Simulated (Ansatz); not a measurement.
Reaction (SMILES): [Si-]#[O+] (O-Si) + 3 [H][H] (H2) → O (H2O) + [SiH4] (SiH4)
B3LYP-D3(BJ)/def2-TZVP geometries, fixed; electronic energies without zero-point terms.

Core correlation in the energy of full hydrogenation at MP2 with Ansatz (a program for electronic structure), in kcal/mol: frozen core against 1s of Al to Cl frozen alone. Core-valence sets carry the plain set on hydrogen.

```tsv
basis	functions, most	frozen core
cc-pV(D+d)Z	43	-35.13
cc-pCVDZ	47	-36.85
cc-pV(T+d)Z	95	-32.49
cc-pCVTZ	115	-32.55
cc-pwCVTZ	115	-31.95
cc-pV(Q+d)Z	184	-34.25
cc-pCVQZ	229	-34.05
cc-pwCVQZ	229	-33.85
```

**Question.** How large is the core term in each set?

**Answer.** The largest core-valence set, cc-pwCVQZ, gives a core term of 1.30 kcal/mol; the valence set cc-pV(Q+d)Z, which lacks functions for the core, gives -1.85. By row: cc-pV(D+d)Z 0.14, cc-pCVDZ 0.20, cc-pV(T+d)Z -2.00, cc-pCVTZ 0.85, cc-pwCVTZ 1.21, cc-pV(Q+d)Z -1.85, cc-pCVQZ 1.18, cc-pwCVQZ 1.30.
